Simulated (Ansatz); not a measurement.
# BHOSi: the cost of one run

Computed with Ansatz 0.2.0, Gaussian basis. Level: def2-QZVPP, core rule «outside noble gas», up to 7 orbitals frozen.

The runs, in order: UHF; ROHF; CCSD(T) on UHF.

8 further runs of the same task are left out: 8 set aside as unsound or not needed.

## (1) What is computed

The geometry is a PBE0/def2-TZVP stationary point (not a proven minimum) of the parent state, kept for this charge and spin.

4 atoms, charge 0, spin multiplicity 5.

Atoms are counted from 1 here; the program's logs count them from 0.

Bond lengths: B1–Si2 1.959 Å, Si2–O3 1.524 Å, Si2–H4 1.489 Å. Angles: B1–Si2–O3 122.2°, B1–Si2–H4 110.8°, O3–Si2–H4 127.0°.

## (2) UHF

File in.yaml:

```yaml
crystal:
  periodic: [false, false, false]
  atoms:
    - {symbol: B, position_ang: [0.000000, -0.531705, 1.776279]}
    - {symbol: Si, position_ang: [0.000000, 0.368430, 0.036582]}
    - {symbol: O, position_ang: [0.000000, -0.403858, -1.277481]}
    - {symbol: H, position_ang: [0.000000, 1.847527, 0.206498]}
basis:
  gaussian: {orbitals: "def2-QZVPP.json"}
magnetization: {spin_polarized: true, initial_magnetization: 4}
hamiltonian: {xc: hf}
output: {orbitals: {seedname: orbitals}}
```

The run is started by

```sh
> ansatz run in.yaml --threads 1 --pin off --events-out ev --progress --plain --max-ram 2393MiB
```

**Question.** How long does this run take on 1 thread of Arm Neoverse N1, shared host, and how much memory does it need?

About 47 s, with a peak of 0.51 GiB.
